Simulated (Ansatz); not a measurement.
N–CH2, doublet: the ladder up to UCCSDT(Q)

Geometry: displaced at random from a stationary point.

```xyz
4

N     0.0740    0.0001    0.6542
C    -0.0909    0.0085   -0.5710
H    -0.0143   -0.9613   -1.1521
H     0.0689    0.8582   -1.1339
```

Basis cc-pVDZ; Ansatz 0.2.0. Only valence electrons are correlated (noble-gas cores frozen), which leaves 11 electrons in 36 orbitals. Prefix R: restricted or restricted open-shell reference; prefix U: unrestricted. Active spaces: valence = (11e, 10o) chosen from the atoms' valence shells.

Full CI isn't at hand for all of this; UCCSDT(Q) serves as the reference, and is uncertain by the last step of the cluster series or more. The frozen core follows each run's orbitals, which can shift R against U totals by a few meV.

Unrestricted rows (U) aren't spin-pure: their determinants' ⟨S²⟩ exceeds S(S+1) by up to 0.21, so they mix in states of higher spin. For open shells CISD is restricted-active-space CI with the open shells as a complete middle space.

```
UHF ⟨S²⟩                          : 0.957
T1 diagnostic (RCCSD)             : 0.0252
largest doubles amplitude (RCCSD) : 0.127
T1 diagnostic (UCCSD)             : 0.0455
```

Task: From what is known of these methods and the diagnostics, rank them by the size of their error in total energy against UCCSDT(Q) in cc-pVDZ, smallest first (an estimate: the text doesn't fix the numbers).
A. RCCSD(T)
B. CASSCF (valence space)
C. CISD
D. RMP2
E. MRCISD+Q (valence space)

Result: E (1.8 kJ/mol), A (4.1 kJ/mol), C (85.8 kJ/mol), D (101.8 kJ/mol), B (477.5 kJ/mol).

All errors are against UCCSDT(Q) in cc-pVDZ. Within each family the higher level lies nearer, as is usual though not guaranteed.

Natural occupations of CASSCF (valence space) about the gap: 1.984 1.978 1.972 1.920 1.002 0.084 0.026 0.022 0.018; effectively unpaired electrons, Σ n²(2−n)², 1.06.
